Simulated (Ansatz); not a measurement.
Ansatz (a program for electronic structure) input (PBE0/def2-QZVPP):
A basis named .json is the Basis Set Exchange file of that set.

Ansatz 0.2 input:
```yaml
crystal:
  periodic: [false, false, false]
  atoms:
    - {symbol: F, position_ang: [-0.00000000, -0.00000000, -0.64654644]}
    - {symbol: F, position_ang: [0.00000000, 0.00000000, 0.64654644]}
basis:
  gaussian:
    orbitals: def2-QZVPP.json
hamiltonian:
  xc: {name: PBE0}
total_charge: 1
magnetization: {spin_polarized: true, initial_magnetization: 1}
```

End of the output:

```
integrals: 0.01 GiB planned
374 factors; their error is unknown
mean field: 0.29 GiB planned
mean field evaluation 1: about -5409.9720 eV, gradient 2.3e1 eV
mean field evaluation 2: about -5410.5885 eV, gradient 1.4e1 eV
mean field evaluation 4: about -5411.0025 eV, gradient 2.8e-1 eV
mean field evaluation 8: about -5411.0074 eV, gradient 1.4e-3 eV
mean field -5411.00740439 eV, -198.8508543988 hartree, gradient 3.7e-6 eV, S^2 0.753533; 0 other end points of the search recorded, 0 dependent functions left out
reference -5411.00741437 eV, -198.8508547654 hartree; 9, 8 occupied and 105, 106 virtual orbitals, 374 factors
Total energy: -5411.00741437 eV, -198.8508547654 hartree
```
